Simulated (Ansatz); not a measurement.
We consider Ga2O3 (C2/m, No. 12), described by PBE0 (Ansatz, a quantum-chemistry and plane-wave program, PAW).

Settings: plane-wave cutoff 500 eV, 8×8×4 k mesh (along the axes of the cell as run), gaussian smearing 0.02 eV, scalar-relativistic PAW data made under PBE.

Cell (relaxed with r²SCAN):

Space group C2/m (No. 12); a = 12.2544 Å, b = 3.0398 Å, c = 5.8091 Å, α = 90.00°, β = 103.82°, γ = 90.00°

```csv
atom,site,symmetry,x,y,z
Ga,4i,m,0.0905,0.0000,0.7946
Ga,4i,m,0.1588,0.5000,0.3143
O,4i,m,0.1642,0.0000,0.1091
O,4i,m,0.1734,0.0000,0.5635
O,4i,m,0.4963,0.0000,0.2563
```
(The calculation used a cell of 10 atoms; values per cell refer to that cell.)

Q: Predict the band gap.

A: 
- band gap = 4.90 eV (on the SCF k mesh)

Measured, for comparison: band gap 4.85 ± 0.1 eV (room temperature, not corrected to a static lattice, ARPES, indirect, as cited; as tabulated in Mengle et al. (2016), arXiv:1902.02681).

Note: cell and atoms aren't relaxed at this level (largest force component 0.05 eV/Å).

Spin–orbit coupling is not included.

Computing time: about 25 core-minutes (a rough figure).
